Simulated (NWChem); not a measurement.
System: Al cation, singlet

Input file for NWChem:

```
start job
memory heap 200 mb stack 900 mb global 1100 mb
charge 1
geometry units angstroms noautoz
  Al     0.000000     0.000000     0.000000
end
basis spherical
  * library def2-svp
end
dft
  xc scan
  iterations 150
  mulliken
end
task dft gradient
```

NWChem printed, in part:

```
             Northwest Computational Chemistry Package (NWChem) 7.3.0
             --------------------------------------------------------

                             Geometry "geometry" -> ""
                             -------------------------

 Output coordinates in angstroms (scale by  1.889725989 to convert to a.u.)

  No.       Tag          Charge          X              Y              Z
 ---- ---------------- ---------- -------------- -------------- --------------
    1 Al                  13.0000     0.00000000     0.00000000     0.00000000

 Effective nuclear repulsion energy (a.u.)       0.0000000000

                                 NWChem DFT Module
                                 -----------------

 Summary of "ao basis" -> "ao basis" (spherical)
 ------------------------------------------------------------------------------
       Tag                 Description            Shells   Functions and Types
 ---------------- ------------------------------  ------  ---------------------
 Al                         def2-svp                 8       18   4s3p1d

            General Information
            -------------------
          SCF calculation type: DFT
          Wavefunction type:  closed shell.
          No. of atoms     :     1
          No. of electrons :    12
           Alpha electrons :     6
            Beta electrons :     6
          Charge           :     1
          Spin multiplicity:     1
          Use of symmetry is: off; symmetry adaption is: off
          Maximum number of iterations: 150
          AO basis - number of functions:    18
                     number of shells:     8
          Convergence on energy requested:  1.00D-06
          Convergence on density requested:  1.00D-05
          Convergence on gradient requested:  5.00D-04

              XC Information
              --------------
                         SCAN Method XC Functional
                  SCAN metaGGA Exchange Functional  1.000
                        SCAN Correlation Potential  1.000

             Grid Information
             ----------------
          Grid used for XC integration:  medium
          Radial quadrature: Mura-Knowles
          Angular quadrature: Lebedev.
          Tag              B.-S. Rad. Rad. Pts. Rad. Cut. Ang. Pts.
          ---              ---------- --------- --------- ---------
          Al                  1.25       88           7.0       590
          Grid pruning is: on
          Number of quadrature shells:    88
          Spatial weights used:  Erf1

      Superposition of Atomic Density Guess
      -------------------------------------

 Sum of atomic energies:        -241.79141722

 Renormalizing density from      13.00 to     12

      Non-variational initial energy
      ------------------------------

 Total energy =    -229.826098
 1-e energy   =    -310.683871
 2-e energy   =      80.857773
 HOMO         =      -0.813292
 LUMO         =      -0.354661

     ---------------------------------------------
      Total Density - Mulliken Population Analysis
     ---------------------------------------------

    Atom       Charge   Shell Charges
 -----------   ------   -------------------------------------------------------
    1 Al  13    12.00   2.00  2.00  1.95  0.05  6.01 -0.02  0.00  0.00

   convergence    iter        energy       DeltaE   RMS-Dens  Diis-err
 ---------------- ----- ----------------- --------- --------- ---------
 d= 0,ls=0.0,diis     1   -242.0084631765 -2.42D+02  4.50D-02  5.69D-01
 d= 0,ls=0.0,diis     2   -242.0526904632 -4.42D-02  4.35D-03  2.42D-02
 d= 0,ls=0.0,diis     3   -242.0544251299 -1.73D-03  1.03D-03  6.87D-06
 d= 0,ls=0.0,diis     4   -242.0544286814 -3.55D-06  1.46D-05  2.26D-07
 d= 0,ls=0.0,diis     5   -242.0544286977 -1.63D-08  1.45D-07  2.56D-12

         Total DFT energy =     -242.054428697719
      One electron energy =     -332.662738602789
           Coulomb energy =      108.948191217533
    Exchange-Corr. energy =      -18.339881312463
 Nuclear repulsion energy =        0.000000000000

 Numeric. integr. density =       12.000000000440

                       DFT Final Molecular Orbital Analysis
                       ------------------------------------

 Vector    4  Occ=2.000000D+00  E=-2.945967D+00
              MO Center=  2.3D-17,  5.0D-17,  5.7D-17, r^2= 1.3D-01
   Bfn.  Coefficient  Atom+Function         Bfn.  Coefficient  Atom+Function
  ----- ------------  ---------------      ----- ------------  ---------------
     7      0.968210  1 Al pz                 5     -0.138986  1 Al px
     6     -0.125703  1 Al py                10      0.043798  1 Al pz

 Vector    5  Occ=2.000000D+00  E=-2.945967D+00
              MO Center=  7.1D-18, -5.1D-17, -1.1D-17, r^2= 1.3D-01
   Bfn.  Coefficient  Atom+Function         Bfn.  Coefficient  Atom+Function
  ----- ------------  ---------------      ----- ------------  ---------------
     6      0.953447  1 Al py                 5     -0.235347  1 Al px
     7      0.090002  1 Al pz                 9      0.043130  1 Al py

 Vector    6  Occ=2.000000D+00  E=-5.464911D-01
              MO Center=  1.0D-15,  1.1D-17,  3.3D-16, r^2= 1.9D+00
   Bfn.  Coefficient  Atom+Function         Bfn.  Coefficient  Atom+Function
  ----- ------------  ---------------      ----- ------------  ---------------
     3      0.956180  1 Al s                  2      0.456974  1 Al s
     4      0.149738  1 Al s                  1      0.071619  1 Al s

[...]

                         DFT ENERGY GRADIENTS

    atom               coordinates                        gradient
                 x          y          z           x          y          z
   1 Al      0.000000   0.000000   0.000000    0.000000  -0.000000   0.000000
```

Level: SCAN/def2-SVP. Low-valent species are run as closed-shell singlets; no triplet was tried in these runs.
